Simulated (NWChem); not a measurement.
## Total energies of ethanethiol (C$_{2}$H$_{6}$S)

```
C
H 1 1.1012
H 1 1.1017 2 106.67
C 1 1.5243 2 111.43 3 -121.08
H 4 1.1008 1 111.12 2 179.24
H 4 1.1022 5 107.73 1 -122.12
H 4 1.1035 5 108.36 6 -116.19
S 1 1.8391 2 108.95 3 111.50
H 8 1.3539 1 96.67 2 60.82
```
Charge 0, spin multiplicity 1.

Everything below was run with NWChem. All single points use one geometry, from B3LYP/def2-SVP, a minimum by its harmonic frequencies. It is one conformer; others weren't searched.

Basis set: def2-SVP (76 functions).

```tsv
method	total energy (Ha)
RHF	-476.57463
MP2	-477.00255
B2PLYP	-477.58515
PBE	-477.53706
B3LYP	-477.84938
BP86	-477.86827
CCSD(T)	-477.06334
```

Total energies of different functionals aren't comparable as a measure of quality: only differences taken within one method are. 

The correlated methods keep 7 core orbitals frozen. B3LYP has NWChem's definition, with VWN1-RPA local correlation. No row is a measurement; the coupled-cluster row has its own basis-set and correlation limits.
